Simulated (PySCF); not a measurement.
## Magnetisability: HLi

Geometry:
```json
{"atom": "Li1", "x (Å)": "0.792", "y (Å)": "-0.003", "z (Å)": "-0.003"}
{"atom": "H2", "x (Å)": "-0.790", "y (Å)": "0.004", "z (Å)": "-0.011"}
```

Computed with PySCF 2.14.0, GIAO B3LYP/aug-pcSseg-1 magnetisability, rotational g tensor and spin-rotation constants, non-relativistic, gas phase. Geometry: PBE0-D3(BJ)/def2-SVP, altered.

Problem. How diamagnetic is it, and how anisotropic?

Solution. Isotropic -132 × 10⁻³⁰ J/T², or -7.9 × 10⁻⁶ cm³/mol; principal values -159, -118, -118 × 10⁻³⁰ J/T², anisotropy 42 × 10⁻³⁰ J/T² (root of half the summed squared differences of the principal values). The susceptibility is in cgs units.

Problem. Split it along the inertial axes a, b, c into diamagnetic and paramagnetic parts about the centre of mass, with the quadrupole moment.

Solution. 
| axis | χ (10⁻⁶ cm³/mol) | diamagnetic (10⁻⁶ cm³/mol) | paramagnetic (10⁻⁶ cm³/mol) | summed x² of all electrons (Å²) | quadrupole Θ (D Å) |
| --- | --- | --- | --- | --- | --- |
| a | -9.6 | -9.6 | 0.0 | 4.0 | -4.07 |
| b | -7.1 | -21.8 | 14.7 | 1.1 | +2.04 |
| c | -7.1 | -21.8 | 14.7 | 1.1 | +2.04 |

Anisotropies 2χaa − χbb − χcc = -5.0 and 2χbb − χaa − χcc = +2.5 × 10⁻⁶ cm³/mol. Θ is traceless in Buckingham's convention.

Problem. And the rotational g tensor?

Solution. 
```csv
axis,rotational constant (GHz),g,nuclear part,electronic part
b,229.1985,-0.6586,0.9280,-1.5866
c,229.1985,-0.6586,0.9280,-1.5866
```
Linear; isotopes 1H, 7Li; no vibrational averaging.
